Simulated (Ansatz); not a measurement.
**C8H18: a ladder of functionals and wavefunction methods**

One table from this session's results is given with a row withheld; the runs are named, their logs left out.

Program: Ansatz 0.2.0, Gaussian basis. Level of theory: functionals in def2-TZVPP, the program's frozen cores in correlated methods. These are calculated values, not measurements.

The runs, in order: PBE-D4, r2SCAN-D4, PBE0-D4, B3LYP-D4, ωB97X-V, ωB97M-V, B2PLYP; CCSD(T)/def2-TZVPP; MP2/def2-QZVPP; extrapolation to the limit.

## The relaxed structure

The geometry comes from an earlier relaxation with PBE0-D4 in a triple-zeta def2 set; it is a stationary point, not always the lowest conformer.

SMILES `CCCCCCCC`, 26 atoms, charge 0, spin multiplicity 1.

Atoms are counted from 1 here; the program's logs count them from 0.

Bond lengths: C1–C2 1.522 Å, C1–H9 1.093 Å, C1–H10 1.094 Å, C1–H11 1.091 Å, C2–C3 1.531 Å, C2–H12 1.095 Å, C2–H13 1.097 Å, C3–C4 1.525 Å, C3–H14 1.095 Å, C3–H15 1.097 Å, C4–C5 1.522 Å, C4–H16 1.097 Å, C4–H17 1.096 Å, C5–C6 1.523 Å, C5–H18 1.096 Å, C5–H19 1.096 Å, C6–C7 1.521 Å, C6–H20 1.098 Å and more. Angles: C2–C1–H9 111.2°, C2–C1–H10 110.6°, C2–C1–H11 112.3°, H9–C1–H10 107.5°, H9–C1–H11 107.7°, H10–C1–H11 107.4°, C1–C2–C3 114.8°, C1–C2–H12 108.1°, C1–C2–H13 109.8°, C3–C2–H12 108.9°, C3–C2–H13 109.2°, H12–C2–H13 105.6°, C2–C3–C4 115.5°, C2–C3–H14 108.9°, C2–C3–H15 109.2°, C4–C3–H14 107.5°, C4–C3–H15 109.5°, H14–C3–H15 105.8° and more.

Set-up of the first run:

The input, in.yaml:

```yaml
crystal:
  periodic: [false, false, false]
  atoms:
    - {symbol: C, position_ang: [0.311008, 3.301180, 0.132702]}
    - {symbol: C, position_ang: [1.419048, 2.369202, 0.600868]}
    - {symbol: C, position_ang: [1.841308, 1.310508, -0.421356]}
    - {symbol: C, position_ang: [1.106622, -0.022301, -0.328965]}
    - {symbol: C, position_ang: [-0.392038, 0.034761, -0.587984]}
    - {symbol: C, position_ang: [-1.053018, -1.333981, -0.682764]}
    - {symbol: C, position_ang: [-1.016989, -2.141548, 0.605956]}
    - {symbol: C, position_ang: [-1.761624, -3.460307, 0.491481]}
    - {symbol: H, position_ang: [0.066289, 4.040628, 0.899499]}
    - {symbol: H, position_ang: [0.619402, 3.845911, -0.764265]}
    - {symbol: H, position_ang: [-0.605850, 2.762642, -0.112628]}
    - {symbol: H, position_ang: [2.289783, 2.979860, 0.860199]}
    - {symbol: H, position_ang: [1.118831, 1.871981, 1.531138]}
    - {symbol: H, position_ang: [2.910027, 1.106689, -0.299828]}
    - {symbol: H, position_ang: [1.728224, 1.720871, -1.432803]}
    - {symbol: H, position_ang: [1.556441, -0.718364, -1.048129]}
    - {symbol: H, position_ang: [1.292455, -0.452466, 0.661768]}
    - {symbol: H, position_ang: [-0.570475, 0.582486, -1.520795]}
    - {symbol: H, position_ang: [-0.885291, 0.610291, 0.203517]}
    - {symbol: H, position_ang: [-0.575394, -1.912595, -1.484092]}
    - {symbol: H, position_ang: [-2.098816, -1.205308, -0.986028]}
    - {symbol: H, position_ang: [-1.450516, -1.542052, 1.415790]}
    - {symbol: H, position_ang: [0.020900, -2.335632, 0.894966]}
    - {symbol: H, position_ang: [-2.813858, -3.298090, 0.240566]}
    - {symbol: H, position_ang: [-1.330709, -4.087915, -0.293965]}
    - {symbol: H, position_ang: [-1.725758, -4.026461, 1.425153]}
basis:
  gaussian: {orbitals: def2-TZVPP}
hamiltonian: {xc: pbe, dispersion: d4}
output: {forces: true, orbitals: {seedname: orbitals}}
```

The run is started by

```
> ansatz run in.yaml --threads 4 --pin off --events-out ev --progress --plain --max-ram 41984MiB --backend cuda --devices 0, --max-vram 37GiB
```

Steps of the session up to this table: PBE-D4 (GGA); r2SCAN-D4 (meta-GGA); PBE0-D4 (hybrid); B3LYP-D4 (hybrid); ωB97X-V (range-separated); ωB97M-V (range-separated); B2PLYP (double hybrid); CCSD(T) in def2-TZVPP; MP2 in def2-QZVPP.

One table of the session follows, with a row left open; its other results are not shown here.

It belongs to the step «Atomisation energies». 

| method | atoms, summed (eV) | atomisation energy (kcal/mol) |
| --- | --- | --- |
| PBE-D4 | ? | ? |
| r2SCAN-D4 | -8480.756 | 2480.1 |
| PBE0-D4 | -8475.303 | 2493.7 |
| B3LYP-D4 | -8487.629 | 2478.0 |
| ωB97X-V | -8484.009 | 2479.1 |
| ωB97M-V | -8480.839 | 2482.0 |
| B2PLYP | -8478.831 | 2452.6 |
| HF/def2-TZVPP | -8450.126 | 1888.1 |
| MP2/def2-TZVPP | -8464.518 | 2444.8 |
| CCSD/def2-TZVPP | -8468.961 | 2400.1 |
| CCSD(T)/def2-TZVPP | -8469.403 | 2426.9 |
| MP2/CBS | -8466.986 | 2493.6 |
| CCSD(T)/CBS | -8471.871 | 2475.6 |

**Question.** Estimate the row for PBE-D4.

The run gave: atoms, summed (eV): -8472.560; atomisation energy (kcal/mol): 2515.9. In the column «atoms, summed (eV)» it lies between PBE0-D4 (-8475.303) and CCSD(T)/CBS (-8471.871).
